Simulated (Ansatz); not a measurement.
**C₈H₁₈: a ladder of functionals and wavefunction methods**

How much do the methods differ for C₈H₁₈? The plan is to run it at one geometry with functionals of several rungs and with coupled cluster. The yardstick is the atomisation energy at the CCSD(T) limit.

The runs use Ansatz 0.2.0, Gaussian basis; functionals in def2-TZVPP, the program's frozen cores in correlated methods.

Levels to be run: PBE-D4, r2SCAN-D4, PBE0-D4, B3LYP-D4, ωB97X-V, ωB97M-V, B2PLYP; CCSD(T)/def2-TZVPP; MP2/def2-QZVPP; extrapolation to the limit.

**1. The geometry**

An earlier PBE0-D4 in a triple-zeta def2 set relaxation fixed the geometry.

SMILES `CCC(C)CC(C)C`, 26 atoms, charge 0, spin multiplicity 1.

Atoms are counted from 1 here; the program's logs count them from 0.

Bond lengths: C1–C2 1.521 Å, C1–H9 1.093 Å, C1–H10 1.092 Å, C1–H11 1.092 Å, C2–C3 1.532 Å, C2–H12 1.096 Å, C2–H13 1.096 Å, C3–C4 1.523 Å, C3–C5 1.527 Å, C3–H14 1.097 Å, C4–H15 1.094 Å, C4–H16 1.092 Å, C4–H17 1.094 Å, C5–C6 1.527 Å, C5–H18 1.099 Å, C5–H19 1.096 Å, C6–C7 1.522 Å, C6–C8 1.522 Å and more. Angles: C2–C1–H9 111.8°, C2–C1–H10 110.6°, C2–C1–H11 112.0°, H9–C1–H10 107.3°, H9–C1–H11 107.7°, H10–C1–H11 107.3°, C1–C2–C3 115.8°, C1–C2–H12 108.9°, C1–C2–H13 109.1°, C3–C2–H12 108.2°, C3–C2–H13 108.4°, H12–C2–H13 106.0°, C2–C3–C4 111.9°, C2–C3–C5 111.4°, C2–C3–H14 105.8°, C4–C3–C5 112.2°, C4–C3–H14 107.5°, C5–C3–H14 107.7° and more.

As a file:

| atom | x (Å) | y (Å) | z (Å) |
| --- | --- | --- | --- |
| C1 | 0.8174 | 2.8779 | -0.1718 |
| C2 | 1.6058 | 1.5834 | -0.3008 |
| C3 | 0.7806 | 0.3270 | -0.5962 |
| C4 | 0.0443 | 0.4315 | -1.9254 |
| C5 | -0.1601 | -0.0066 | 0.5590 |
| C6 | -0.9419 | -1.3139 | 0.4451 |
| C7 | -1.8579 | -1.4759 | 1.6499 |
| C8 | -0.0315 | -2.5248 | 0.3015 |
| H9 | 0.2655 | 3.1095 | -1.0859 |
| H10 | 1.4879 | 3.7178 | 0.0243 |
| H11 | 0.0984 | 2.8382 | 0.6496 |
| H12 | 2.3506 | 1.6996 | -1.0965 |
| H13 | 2.1726 | 1.4157 | 0.6222 |
| H14 | 1.5050 | -0.4918 | -0.6841 |
| H15 | 0.7210 | 0.7480 | -2.7239 |
| H16 | -0.3877 | -0.5266 | -2.2223 |
| H17 | -0.7736 | 1.1558 | -1.8746 |
| H18 | 0.4238 | -0.0359 | 1.4893 |
| H19 | -0.8815 | 0.8102 | 0.6798 |
| H20 | -1.5765 | -1.2578 | -0.4480 |
| H21 | -2.4659 | -2.3807 | 1.5698 |
| H22 | -2.5345 | -0.6234 | 1.7532 |
| H23 | -1.2733 | -1.5494 | 2.5728 |
| H24 | 0.5702 | -2.4839 | -0.6089 |
| H25 | -0.6140 | -3.4492 | 0.2701 |
| H26 | 0.6553 | -2.5944 | 1.1517 |

**2. PBE-D4 (GGA)**

in.yaml

```yaml
crystal:
  periodic: [false, false, false]
  atoms:
    - {symbol: C, position_ang: [0.817371, 2.877932, -0.171795]}
    - {symbol: C, position_ang: [1.605839, 1.583414, -0.300818]}
    - {symbol: C, position_ang: [0.780596, 0.326952, -0.596182]}
    - {symbol: C, position_ang: [0.044306, 0.431480, -1.925379]}
    - {symbol: C, position_ang: [-0.160127, -0.006585, 0.559023]}
    - {symbol: C, position_ang: [-0.941879, -1.313855, 0.445088]}
    - {symbol: C, position_ang: [-1.857864, -1.475897, 1.649901]}
    - {symbol: C, position_ang: [-0.031496, -2.524820, 0.301513]}
    - {symbol: H, position_ang: [0.265490, 3.109538, -1.085931]}
    - {symbol: H, position_ang: [1.487928, 3.717757, 0.024278]}
    - {symbol: H, position_ang: [0.098380, 2.838175, 0.649649]}
    - {symbol: H, position_ang: [2.350585, 1.699558, -1.096456]}
    - {symbol: H, position_ang: [2.172558, 1.415668, 0.622204]}
    - {symbol: H, position_ang: [1.505047, -0.491789, -0.684080]}
    - {symbol: H, position_ang: [0.721033, 0.747957, -2.723899]}
    - {symbol: H, position_ang: [-0.387750, -0.526585, -2.222257]}
    - {symbol: H, position_ang: [-0.773649, 1.155759, -1.874569]}
    - {symbol: H, position_ang: [0.423763, -0.035921, 1.489314]}
    - {symbol: H, position_ang: [-0.881471, 0.810230, 0.679756]}
    - {symbol: H, position_ang: [-1.576529, -1.257801, -0.447981]}
    - {symbol: H, position_ang: [-2.465919, -2.380722, 1.569778]}
    - {symbol: H, position_ang: [-2.534504, -0.623448, 1.753207]}
    - {symbol: H, position_ang: [-1.273264, -1.549414, 2.572753]}
    - {symbol: H, position_ang: [0.570245, -2.483946, -0.608935]}
    - {symbol: H, position_ang: [-0.613990, -3.449221, 0.270120]}
    - {symbol: H, position_ang: [0.655312, -2.594426, 1.151709]}
basis:
  gaussian: {orbitals: def2-TZVPP}
hamiltonian: {xc: pbe, dispersion: d4}
output: {forces: true, orbitals: {seedname: orbitals}}
```

Further steps of the session: r2SCAN-D4 (meta-GGA); PBE0-D4 (hybrid); B3LYP-D4 (hybrid); ωB97X-V (range-separated); ωB97M-V (range-separated); B2PLYP (double hybrid); CCSD(T) in def2-TZVPP; MP2 in def2-QZVPP.

**Question.** What will the summary of the whole plan be? Wanted: atomisation energy, CCSD(T)/CBS; farthest; mean size of error, hybrid; mean size of error, range-separated; gap, smallest and largest; T1 diagnostic; triples share of the correlation energy.

The runs gave:

```
                                quantity                                  value
         atomisation energy, CCSD(T)/CBS                        2479.8 kcal/mol
functionals within 12.4 kcal/mol (0.5 %)  r2SCAN-D4, B3LYP-D4, ωB97X-V, ωB97M-V
                                farthest                PBE-D4 (+39.2 kcal/mol)
              mean size of error, hybrid                           9.3 kcal/mol
     mean size of error, range-separated                           4.4 kcal/mol
               gap, smallest and largest   7.36 eV (PBE-D4), 13.68 eV (ωB97X-V)
                           T1 diagnostic                                 0.0086
 triples share of the correlation energy                                  3.8 %
```

**Reading.** PBE-D4 misses by +39.2 kcal/mol. Double hybrids carry the basis error of their MP2 part in triple zeta, and no dispersion term here, so their miss is partly the set-up's. Misses under about 12.4 kcal/mol are within the doubt on the reference itself, which lacks core-valence correlation, relativity and higher excitations. Hartree-Fock recovers 76 % of the binding; the rest is correlation. The gap grows from 7.4 to 13.7 eV across the functionals, mostly with the share of exact exchange.
